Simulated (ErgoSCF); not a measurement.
# BNH6 (B(NH3)H3): levels of theory compared

Aim: a comparison of 6 runs (HF/STO-3G, HF/def2-SVP, BLYP/6-31G*, CAM-B3LYP/def2-SVP, PBE0/def2-SVP, B3LYP/6-311+G**) of BNH6 (B(NH3)H3). 

Program for the calculation: ErgoSCF 3.8.

1 further run of the same task is left out (set aside as unsound or not needed).

## 1. The system as given

BNH6: 8 atoms, total charge 0, spin state singlet. SMILES: `[H]B([H])([H])<-N`. The coordinates come from a GFN2-xTB relaxation.

Bond lengths: B1–N2 1.659 Å, N2–H3 1.013 Å, N2–H4 1.013 Å, N2–H5 1.013 Å, B1–H6 1.191 Å, B1–H7 1.191 Å, B1–H8 1.190 Å. Some angles: B1–N2–H3 108.6°, B1–N2–H4 108.6°, B1–N2–H5 108.6°, N2–B1–H6 105.5°, N2–B1–H7 105.6°, N2–B1–H8 105.6°, H3–N2–H4 110.3°, H3–N2–H5 110.4°, H4–N2–H5 110.3°, H6–B1–H7 113.1°.

## 2. A single-point energy at HF/STO-3G (run 1)

File run.inp:

```
set_nthreads("env")
molecule_inline
B   -0.00415740   0.00561249  -1.56977659
N    0.00402512  -0.00574477   1.56461764
H   -1.80669156   0.06508217   2.17981798
H    0.97477743   1.52531134   2.17832510
H    0.84960197  -1.61410957   2.16589070
H    2.16061836  -0.06064131  -2.17855187
H   -1.02991964   1.91837437  -2.16347185
H   -1.14823539  -1.83388472  -2.17683221
EOF
basis = "STO-3G"
spin_polarization = 0
scf.use_diagonalization = 1
scf.max_number_of_iterations = 120
tmpdir = "."
scf.output_mulliken_pop = 1
run "HF"
```

The basis set STO-3G is read from a file made from the Basis Set Exchange's data (not shown).

The run is started by

```bash
ergo run.inp
```

Log:

```text
[...]
INSC SCF_general constructor, number of basis functions: 16
[...]
INSC Energy   1 =        -60.87274278206
[...]
INDE E_LUMO =          0.52151892321
[...]
INSC Energy   9 =        -81.59563208791  ( diff     -0.000000000008285 )
[...]
RESC CONVERGED after   9 iterations.
RESC FINAL ENERGY:        -81.59563208791
[...]
INSC SCF: dipole_moment_x [atomic units] =       0.00611445
INSC SCF: dipole_moment_y [atomic units] =      -0.00840124
INSC SCF: dipole_moment_z [atomic units] =       2.25664628
[...]
```

Wall time 0.77 s (1 thread of AMD EPYC 7B13 (Zen 3), shared host); peak memory 0.26 GiB.

## 3. A single-point energy at HF/def2-SVP (run 2)

run.inp: that of step 2 with these lines changed.

```diff
@@ -1,2 +1,8 @@
-set_nthreads("env")
+set_nthreads(1)
+scf.output_mulliken_pop = 1
+tmpdir = "."
+basis = "def2-SVP"
+charge = 0
+scf.max_number_of_iterations = 120
+scf.use_diagonalization = 1
 molecule_inline
@@ -11,8 +17,2 @@
 EOF
-basis = "STO-3G"
-spin_polarization = 0
-scf.use_diagonalization = 1
-scf.max_number_of_iterations = 120
-tmpdir = "."
-scf.output_mulliken_pop = 1
 run "HF"
```

The basis set def2-SVP is read from a file made from the Basis Set Exchange's data (not shown).

The run is started by

```bash
ergo run.inp
```

Log:

```text
[...]
INSC SCF_general constructor, number of basis functions: 58
[...]
INSC Energy   1 =        -21.23549061555
[...]
INDE E_LUMO =          0.13455567109
[...]
INSC Energy  13 =        -82.55825264471  ( diff     -0.000000000000881 )
[...]
RESC CONVERGED after  13 iterations.
RESC FINAL ENERGY:        -82.55825264471
[...]
INSC SCF: dipole_moment_x [atomic units] =       0.00597115
INSC SCF: dipole_moment_y [atomic units] =      -0.00816660
INSC SCF: dipole_moment_z [atomic units] =       2.18872264
[...]
```

It took 7.2 s on 1 thread of AMD EPYC 7B13 (Zen 3), shared host; peak memory 0.26 GiB.

Runs 3 to 5 aren't shown in full; the table further down has their settings and results.

## 4. The energy at B3LYP/6-311+G(d,p) (run 6)

File run.inp:

```
set_nthreads(1)
molecule_inline Angstrom
B  -0.002200 0.002970 -0.830690
N  0.002130 -0.003040 0.827960
H  -0.956060 0.034440 1.153510
H  0.515830 0.807160 1.152720
H  0.449590 -0.854150 1.146140
H  1.143350 -0.032090 -1.152840
H  -0.545010 1.015160 -1.144860
H  -0.607620 -0.970450 -1.151930
EOF
scf.use_diagonalization = 1
XC.sparse_mode = 0
scf.max_number_of_iterations = 120
XC.radint = 1e-11
tmpdir = "."
scf.output_mulliken_pop = 1
XC.angint = 41
basis = "6-311+G**"
run "B3LYP-G"
```

The basis set 6-311+G** is read from a file made from the Basis Set Exchange's data (not shown).

The run is started by

```bash
ergo < run.inp
```

Log:

```text
[...]
INDF Weighted mixed functional:
[...]
INSC Energy   1 =        -29.04931129205
[...]
INDE E_LUMO =         -0.03287228655
[...]
INSC Energy  12 =        -83.24892856538  ( diff     -0.000000000002728 )
[...]
RESC CONVERGED after  12 iterations.
RESC FINAL ENERGY:        -83.24892856538
[...]
INSC SCF: dipole_moment_x [atomic units] =       0.00570399
INSC SCF: dipole_moment_y [atomic units] =      -0.00779470
INSC SCF: dipole_moment_z [atomic units] =       2.09809083
[...]
```

Wall time 20 s (1 thread of AMD EPYC 7B13 (Zen 3), shared host); peak memory 0.26 GiB.

## 5. All runs side by side

```tsv
run	level	integration grid	radint	energy (Eh)	dipole moment (D)	wall time
1	HF/STO-3G	–	–	-81.595632	5.74	0.77 s
2	HF/def2-SVP	–	–	-82.558253	5.56	7.2 s
3	BLYP/6-31G* (spherical functions)	Turbo	1e-11	-83.143910	5.48	7.5 s
4	CAM-B3LYP/def2-SVP	Turbo	1e-11	-83.095463	5.52	11 s
5	PBE0/def2-SVP	Turbo	1e-11	-83.038811	5.53	9.6 s
6	B3LYP/6-311+G**	Turbo	1e-11	-83.248929	5.33	20 s
```

## 6. Summary of results

| quantity | value |
| --- | --- |
| run 6: total energy | -83.24893 Eh |
| run 6: dipole moment | 5.33 D |

The dipole moment (its size) runs from 5.33 D (B3LYP/6-311+G**) to 5.74 D (HF/STO-3G). The two ends differ in method and basis. Totals of different functionals can't be ranked against each other. In run 1 the basis is minimal, so the values are rough. All runs together took 56 s, the longest 20 s.
